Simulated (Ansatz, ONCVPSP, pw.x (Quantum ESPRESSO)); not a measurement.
# Ge (diamond): variants of one ONCV potential in the solid

| Property | Result |
| --- | --- |
| Element | Ge (Z = 32) |
| Generator | ONCVPSP 4.0.1.1 (patched build) |
| Type | optimised norm-conserving Vanderbilt (ONCV) |
| Functional | PBE |
| Relativity | scalar-relativistic |
| Frozen core | [Ar] |
| Valence charge | 14 |
| Reference configuration | 3d10 4s2 4p2 |
| Partial waves | 4s: rc 1.55 bohr, ncon 4, nbas 7, qcut 4.8 1/bohr, 2 projectors, debl 3.7 Ha; 4p: rc 2.10 bohr, ncon 5, nbas 8, qcut 4 1/bohr, 2 projectors, debl 3.4 Ha; 3d: rc 1.25 bohr, ncon 3, nbas 7, qcut 10.9 1/bohr, 1 projector |
| Local potential | polynomial inside 1.15 bohr (lpopt 5, dvloc0 2 Ha) |
| Core correction | none |

Crystal test: diamond Ge in pw.x 7.5, no spin, 8³ k-points, Fermi–Dirac smearing 0.01 Ry, cutoffs set for each file from its atomic test. The reference is all-electron LAPW (Ansatz 0.2.0) with the same functional, mesh and smearing; V0 and B0 come from Birch–Murnaghan fits to the pressures at five volumes. Errors are pseudo minus all-electron; Δ is the rms difference of the E(V) curves that follow from these fits, minima aligned, over ±6 % about the mean V0. Mesh and smearing are coarse, so the numbers serve the comparison and aren't converged zero-temperature values; the lattice is a test structure that the element need not adopt.

All-electron: a0 = 5.765 Å (V0 = 23.95 Å³/atom), B0 = 57.6 GPa.

3 further variants are left out: they gave no file fit for a test, a broken result, the same result as the base, or pressures whose basis-set error rivals the error shown.

```csv
change,cutoffs (Ry),pw.x,a0 (Å),a0 error (%),B0 error (%),Δ (meV/atom),mean pressure error (GPa)
base,160/640,converged,5.776,+0.19,-0.7,1.8,+0.34
"all radii scaled by about 1.20 (s 1.86, p 2.52, d 1.50 bohr); local potential polynomial inside 1.38 bohr (lpopt 5, dvloc0 2 Ha)",125/500,converged,5.790,+0.43,-1.5,3.9,+0.76
```

Question: Give the row for: all radii scaled by about 1.28 (s 1.98, p 2.70, d 1.60 bohr); local potential polynomial inside 1.48 bohr (lpopt 5, dvloc0 2 Ha).

Answer: pw.x: converged; mean pressure error (GPa): +1.01; a0 (Å): 5.798; a0 error (%): +0.57; B0 error (%): -1.9; Δ (meV/atom): 5.1.
